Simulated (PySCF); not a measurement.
A mixed set of molecules.

All values: CAM-B3LYP/def2-SVPD (PySCF) at PBE0-D3(BJ)/def2-SVP geometries, gas phase, one conformer each. Core orbitals are frozen in the response; Δα² is half the sum of the squared differences of the principal polarisabilities. The calculation is non-relativistic, for germanium too.

**Question.** Rank by HOMO energy, lowest first.
A. `BC` (CH5B)
B. `O1CC[C@H](CC(F)(F)F)OB1` (C5H8BF3O2)
C. `C=C[N]([SiH3])[GeH3]` (C2H9GeNSi)
D. `BN[SiH2]N` (BH7N2Si)

**Answer.** A (-10.45 eV), B (-10.18 eV), D (-9.12 eV), C (-7.51 eV).

**Question.** Rank by vertical ionisation energy (ΔSCF), highest first.
A. `BN[SiH2]N` (BH7N2Si)
B. `BC` (CH5B)
C. `C=C[N]([SiH3])[GeH3]` (C2H9GeNSi)

**Answer.** B (11.82 eV), A (10.06 eV), C (8.12 eV).

**Question.** Rank by mean static polarisability, lowest first.
A. `[GeH3][N]([SiH3])C=C` (C2H9GeNSi)
B. `FC(F)(F)C[C@H]1CCOBO1` (C5H8BF3O2)
C. `BN[SiH2]N` (BH7N2Si)
D. `BC` (CH5B)

**Answer.** D (4.42 Å³), C (8.66 Å³), B (11.69 Å³), A (13.55 Å³).

All values together:

```csv
SMILES,formula,μ (D),HOMO (eV),LUMO (eV),α (Å³),Δα (Å³),electrons,α per electron (Å³),ΔSCF removal energy (eV)
BC,CH5B,0.69,-10.45,-0.09,4.42,1.05,16,0.276,11.82
C=C[N]([SiH3])[GeH3],C2H9GeNSi,0.73,-7.51,0.85,13.55,4.58,74,0.183,8.12
FC(F)(F)C[C@H]1CCOBO1,C5H8BF3O2,4.04,-10.18,0.83,11.69,2.73,86,0.136,–
BN[SiH2]N,BH7N2Si,2.34,-9.12,0.97,8.66,2.63,40,0.217,10.06
```

Conformers: `[CH2:1]=[CH:2][N:3]([SiH3:4])[GeH3:5]` with C1–C2–N3–Si4 180°; `[F:1][C:2]([F:3])([F:4])[CH2:5][C@H:6]1[CH2:7][CH2:8][O:9][BH:10][O:11]1` with C2–C5–C6–C7 169°, C5–C6–C7–C8 173°, C6–C7–C8–O9 -53°, C7–C8–O9–B10 28°, C8–O9–B10–O11 0°; `[BH2:1][NH:2][SiH2:3][NH2:4]` with B1–N2–Si3–N4 -129°, N2–Si3–N4–H -142° and 68°.

A dash marks a removal energy that wasn't run or isn't settled.
